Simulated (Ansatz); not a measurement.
Cubic perovskite SrTiO₃ (cubic form, which distorts at low temperature), treated with LDA (PAW; Ansatz, a first-principles code).

Run with plane-wave cutoff 520 eV, 10×10×10 k mesh, Fermi–Dirac smearing 0.01 eV, no spin polarisation, scalar-relativistic PAW data made under PBE.

Pressure at four volumes; x = ln(V/11.451 Å³). One pressure is withheld.

| V (Å³/atom) | x | P (GPa) |
|---|---|---|
| 10.764 | -0.0619 | 14.29 |
| 11.451 | 0.0000 | 0.00 |
| 11.909 | 0.0392 | -7.26 |
| 12.138 | 0.0583 | ? |

**Question.** Pass a parabola P(x) through the three rows shown, estimate the bulk modulus and its pressure derivative near zero pressure, and predict the withheld pressure.

**Answer.** Slopes between the rows: (0.00 − (14.29))/(0.0000 − (-0.0619)) = -230.86 and (-7.26 − (0.00))/(0.0392 − (0.0000)) = -185.20 GPa. Their difference over the span 0.1011 is c = 45.66/0.1011 = 451.6 GPa, so P(x) = 14.29 + (-230.86)(x − (-0.0619)) + 451.6 (x − (-0.0619))(x − (0.0000)). At the middle row B = −dP/dx = −[-230.86 + 451.6 × 0.0619] = 202.9 GPa, and B′ = dB/dP = 2c/B = 4.5. At x = 0.0583 the parabola gives -10.29 GPa; the run gives -10.34 GPa. The Birch–Murnaghan fit to the energies at all volumes has B0 = 202 GPa and B′ = 4.4.

Measured, for comparison: bulk modulus 172 GPa (room temperature, not corrected to a static lattice, Murnaghan fit, sources range from 165 to 179; as tabulated in Guennou et al. (2010), arXiv:0910.0710). Computed less measured: bulk modulus +17 % (+13 % to +22 % over the range).

Note: the relaxation could not lower the start's symmetry, so the cell can be a saddle point above a distorted one.
